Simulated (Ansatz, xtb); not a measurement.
Ranking isomers of C3H3

4 gas-phase structures of C3H3, found in a search over its isomers (lower ones may exist). Each was relaxed with GFN2-xTB:

A. `[C]1=CC1`, a doublet
B. `[CH]1C=C1`, a doublet
C. `[C]#CC`, a doublet
D. `C#C[CH2]`, a doublet

Task: Estimate their order in r2SCAN-D4/def2-SVP energy at these geometries, lowest first.

Result: Calculated order at r2SCAN-D4/def2-SVP: D (0.000), B (1.252), A (1.711), C (1.883) eV.

Energies above the lowest of each column, in eV; the last columns are at PBE0-D3(BJ)/def2-SVP geometries and were run for some of them only (a dash: not run or not comparable):

```json
{"structure": "D", "GFN2-xTB": "0.000", "HF/STO-3G": "0.000", "r2SCAN-D4/def2-SVP": "0.000", "PBE0-D3(BJ)/def2-SVP": "0.000", "CCSD(T)/def2-TZVP": "0.000"}
{"structure": "B", "GFN2-xTB": "1.436", "HF/STO-3G": "1.723", "r2SCAN-D4/def2-SVP": "1.252", "PBE0-D3(BJ)/def2-SVP": "1.122", "CCSD(T)/def2-TZVP": "1.356"}
{"structure": "A", "GFN2-xTB": "1.759", "HF/STO-3G": "1.997", "r2SCAN-D4/def2-SVP": "1.711", "PBE0-D3(BJ)/def2-SVP": "1.634", "CCSD(T)/def2-TZVP": "1.730"}
{"structure": "C", "GFN2-xTB": "1.319", "HF/STO-3G": "1.049", "r2SCAN-D4/def2-SVP": "1.883", "PBE0-D3(BJ)/def2-SVP": "–", "CCSD(T)/def2-TZVP": "–"}
```

Every level run on D puts it lowest or level with the lowest. Frequencies (PBE0-D3(BJ)/def2-SVP) were run for A, B, D alone. Open shells are spin-unrestricted, some with notable spin contamination.

Over these structures GFN2-xTB departs from r2SCAN-D4/def2-SVP by 0.240 eV on average once a common shift is removed. A GFN2-xTB relaxation took about 0.04 s and the r2SCAN-D4/def2-SVP energy about 1.8 s on a shared host (Ansatz 0.2.0, xtb 6.7.1).
